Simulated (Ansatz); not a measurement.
`[AlH2][CH2][AlH2]` + H–F → `[F][AlH2]` + `[CH3][AlH2]`  (ligand exchange at the Al–C bond)

Calculated with Ansatz (gas phase, PBE0-D4/def2-TZVP geometries, no zero-point term in ΔE). CBS: MP2 limit from def2 TZ/QZ plus the TZ coupled-cluster correction, frozen cores. This one scheme is used for every species. DFT in def2-TZVPP. B3LYP here is the variant with VWN-RPA as its local correlation; programs differ in this.

`[AlH2][CH2][AlH2]`:

```xyz
9

Al   -1.007    0.335    1.311
C     0.594   -0.170    0.347
Al    0.533   -0.199   -1.588
H    -1.280    1.861    1.659
H    -2.067   -0.773    1.730
H     1.379    0.542    0.633
H     0.862   -1.182    0.675
H     0.890    1.109   -2.416
H     0.097   -1.523   -2.351
```

H–F:

Z-matrix (Å, degrees):
```
F
H 1 0.920
```

`[F][AlH2]`:

Cartesian coordinates in Å:
```
F 1.590 0.103 -0.054
Al -0.055 -0.004 0.001
H -0.665 -1.281 0.694
H -0.870 1.182 -0.641
```

`[CH3][AlH2]`:

Z-matrix (Å, degrees):
```
C
Al 1 1.950
H 1 1.093 2 112.5
H 1 1.093 2 112.6 3 123.1
H 1 1.097 2 109.5 3 -118.4
H 2 1.590 1 120.6 3 29.8
H 2 1.590 1 120.6 3 -151.5
```

```json
{"level": "B3LYP-D4", "ΔE (kJ/mol)": "-169.2"}
{"level": "revPBE", "ΔE (kJ/mol)": "-160.2"}
```

**Question.** What does CCSD(T)/CBS give? (Estimate.)

**Answer.** The calculation gave: -161.4 kJ/mol. The listed levels differ from it by -7.8, 1.2 kJ/mol.

Largest T1 diagnostic among the species: 0.012.

In def2-TZVPP, CCSD(T) changes the Hartree–Fock value by +22.5 kJ/mol (the triples alone add +3.7 kJ/mol) and MP2 by +21.6 kJ/mol. The D4 term adds +6.7 kJ/mol with B3LYP and +3.7 kJ/mol with PBE0; it sums over pairs of atoms, weighted by their polarisabilities, and B3LYP, whose exchange is more repulsive, gets the larger term. At CCSD(T), def2-SVP lies −8.9 kJ/mol from the extrapolated value and def2-TZVPP −0.1 kJ/mol.
